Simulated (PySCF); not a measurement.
## CO₂ + 2 F₂ → CF₄ + O₂

Level: B3LYP in the def2-TZVP basis family, all electrons, no relativity, computed in PySCF with density fitting; open shells unrestricted.

```json
{"species": "CO₂", "state and structure": "singlet, D∞h, C–O 1.160 Å (×2)", "E (Eh)": "-188.66994", "ZPE (kJ/mol)": "30.7", "H(298 K) − H(0) (kJ/mol)": "9.3", "S° (J/(mol K))": "213.6"}
{"species": "F₂", "state and structure": "singlet, D∞h, F–F 1.396 Å", "E (Eh)": "-199.59957", "ZPE (kJ/mol)": "6.3", "H(298 K) − H(0) (kJ/mol)": "8.8", "S° (J/(mol K))": "202.2"}
{"species": "CF₄", "state and structure": "singlet, Td, C–F 1.326 Å (×4)", "E (Eh)": "-437.68705", "ZPE (kJ/mol)": "44.1", "H(298 K) − H(0) (kJ/mol)": "12.8", "S° (J/(mol K))": "262.0"}
{"species": "O₂", "state and structure": "triplet, D∞h, O–O 1.204 Å", "E (Eh)": "-150.38977", "ZPE (kJ/mol)": "9.8", "H(298 K) − H(0) (kJ/mol)": "8.7", "S° (J/(mol K))": "205.0"}
```

Task: What is the electronic reaction energy?

Result: At B3LYP/def2-TZVP, ΔE = -545.4 kJ/mol from the differences of the total energies times 2625.5, downhill. Fluorination of this kind underlies dry etching and chamber cleaning.

Task: Add zero-point, thermal and entropy terms for 298.15 K and 1 bar.

Result: ΔZPE = 10.6 and Δ[H(298) − H(0)] = -5.4 kJ/mol give ΔH° = -540.2 kJ/mol. ΔS° = -151.0 J/(mol K), so ΔG° = -540.2 − 298.15 × (-0.1510) = -495 kJ/mol.

Each species is the lowest minimum found with this bonding; other isomers or fragments can lie lower.
